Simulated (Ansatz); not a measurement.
Input and output for `OC1(F)C=C1`.

```yaml
crystal:
  periodic: [false, false, false]
  atoms:
    - {symbol: O, position_ang: [0.846114, 0.403705, 1.307534]}
    - {symbol: C, position_ang: [0.035227, 0.055520, 0.482518]}
    - {symbol: F, position_ang: [-1.582751, 0.085480, 1.038160]}
    - {symbol: C, position_ang: [-0.093693, -0.916044, -0.781199]}
    - {symbol: C, position_ang: [-0.005715, 0.319820, -0.762367]}
    - {symbol: H, position_ang: [0.669262, 1.447485, 1.770904]}
    - {symbol: H, position_ang: [0.409662, -1.668152, -0.814892]}
    - {symbol: H, position_ang: [-0.411226, 0.746246, -1.864976]}
basis:
  gaussian: {orbitals: def2-mTZVPP}
magnetization: {spin_polarized: true, initial_magnetization: 2}
hamiltonian: {xc: {name: wB97}}
output: {forces: true}
```

```sh
$ ansatz run in.yaml --threads 2 --pin off --events-out ev --progress --plain --max-ram 4352MiB
```

Output, abridged:

```
Functional definition: wB97
1029 factors; their error is unknown
342 factors; integrals over basis functions are off by at most 2.4e-5 eV
mean field evaluation 1: about -7907.6910 eV, gradient 3.7e1 eV
mean field evaluation 2: about -7909.3446 eV, gradient 3.7e1 eV
mean field evaluation 4: about -7913.2158 eV, gradient 2.2e0 eV
mean field evaluation 8: about -7913.2642 eV, gradient 2.5e-1 eV
mean field evaluation 16: about -7913.2547 eV, gradient 1.5e-2 eV
mean field -7913.25475295 eV, -290.8067483743 hartree, gradient 5.1e-5 eV, S^2 2.010482; 2 other end points of the search recorded, 0 dependent functions left out
reference -7913.25474733 eV, -290.8067481677 hartree; 20, 18 occupied and 100, 102 virtual orbitals, 1029 factors
Total energy: -7913.25474733 eV, -290.8067481677 hartree
Atom 0 at     0.846114     0.403705     1.307534 Å, force     3.347390     4.712649     7.758797 eV/Å
Atom 1 at     0.035227     0.055520     0.482518 Å, force    -6.888871     1.306072     2.148252 eV/Å
Atom 2 at    -1.582751     0.085480     1.038160 Å, force     2.721314    -0.150109     0.235473 eV/Å
Atom 3 at    -0.093693    -0.916044    -0.781199 Å, force    -6.927210    -2.230965    -0.237771 eV/Å
Atom 4 at    -0.005715     0.319820    -0.762367 Å, force     0.351469     9.496631   -11.527100 eV/Å
Atom 5 at     0.669262     1.447485     1.770904 Å, force     0.393430    -4.401701    -1.860666 eV/Å
Atom 6 at     0.409662    -1.668152    -0.814892 Å, force     6.549045    -9.049175    -0.173586 eV/Å
Atom 7 at    -0.411226     0.746246    -1.864976 Å, force     0.453433     0.316597     3.656601 eV/Å
Dipole moment:     0.662157     0.350463    -0.134187 e Å
```

Hardware: 2 threads of an Arm Neoverse V2 on a shared host. Wall time 16 s, peak host memory 0.38 GiB.
